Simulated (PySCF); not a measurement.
**Solvent effects on NMR parameters**

Numbering as in the mapped SMILES `[CH3:1]/[N:2]=[CH:3]\[C:4]#[N:5]`; H(Xn) means a hydrogen on atom n.

GIAO PBE0/pcSseg-1 in PySCF 2.14 on one PBE0-D3(BJ)/def2-SVP conformer, non-relativistic, equivalent nuclei averaged. Solvents enter as an IEF-PCM continuum (cyclohexane with ε = 2.0, acetonitrile with ε = 35.7) around the gas-phase geometry. Shifts are referred to TMS computed in the same medium.

Gas phase, δ in ppm: C3 138.0, C4 113.4, C1 49.8, H(C3) 7.25, H(C1) 3.94. Dipole moment 2.02 D.

Task: How does each δ change in the continuum?

Result: 
```
atoms                              environment  Δδ, cyclohexane  Δδ, acetonitrile
   C3                               C=N carbon             +0.8              +2.3
   C4                           nitrile carbon             +1.4              +3.6
   C1                methyl carbon bonded to N             +1.0              +2.4
H(C3)                 hydrogen on a C=N carbon            +0.09             +0.22
H(C1)  hydrogen on a methyl carbon bonded to N            +0.06             +0.12
```

Changes are relative to the gas phase. The dipole moment becomes 2.25 D in cyclohexane, 2.53 D in acetonitrile.

Task: Which nuclei move most (in ppm), and what does the model miss?

Result: C4 (nitrile carbon, +3.6 ppm) in acetonitrile. A continuum only polarises the solute; specific hydrogen bonds, the anisotropy of aromatic solvents and changes of geometry or conformer are outside it.
